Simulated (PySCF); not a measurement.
Static response to an electric field

Compound: 1,3-dithiole-2-thione, C3H2S3.
Geometry (PBE0-D3(BJ)/def2-SVP, Å), atoms numbered from 1 in this order:
```xyz
8
C3H2S3 angstrom
S      3.1582    0.3681    0.0949
C      1.5385    0.1730    0.0513
S      0.7394   -1.3405   -0.3406
C     -0.8920   -0.7764   -0.1885
C     -1.0574    0.5162    0.1507
S      0.3820    1.4504    0.3915
H     -1.7058   -1.4808   -0.3699
H     -2.0247    1.0045    0.2825
```

Level: CAM-B3LYP/def2-SVPD (PySCF), static field, nuclei fixed, core orbitals frozen in the response. The polarisability tensor in these axes (au):

```
x   133.64   4.56   0.87
y     4.56  94.20   9.39
z     0.87   9.39  60.73
```

Task: What are the eigenvalues, a third of the trace, and Δα (Δα² = ½Σ(αi − αj)² over the three pairs)?

Result: Principal values 58.27, 96.08 and 134.21 au; mean 96.19 au = 14.25 Å³ = 15.86 × 10⁻⁴⁰ C²·m²/J; Δα = 65.77 au (68 % of the mean).

Task: What is the dipole moment, and where does it point?

Result: (-4.57, -0.55, -0.12) D, 4.60 D in size, pointing from the negative to the positive side. Measured along this direction, the outermost atoms are S1 at the negative end and H8 and H7 at the positive end.

Task: Directions of the eigenvectors, and the extent of the frame along each?

Result: Largest value along (0.99, 0.12, 0.03), where the nuclei span 5.06 Å; middle along (-0.12, 0.96, 0.25), 2.91 Å; least along (0.00, -0.25, 0.97), 0.00 Å. The response follows the extents in order.

Task: Estimate the molar refractivity from the static electronic polarisability.

Result: Lorentz–Lorenz: R = (4π/3)N_A α = 2.5225 cm³/(mol·Å³) × 14.25 Å³ = 36.0 cm³/mol, in the limit of long wavelengths.

Task: Rayleigh depolarisation ratio (linearly polarised light, static tensor)?

Result: ρ = 3Δα²/(45ᾱ² + 4Δα²) = 12975.2/(416363 + 17300.3) = 0.0299.

Geometry: PBE0-D3(BJ)/def2-SVP; no solvent, vibrations or thermal averaging.
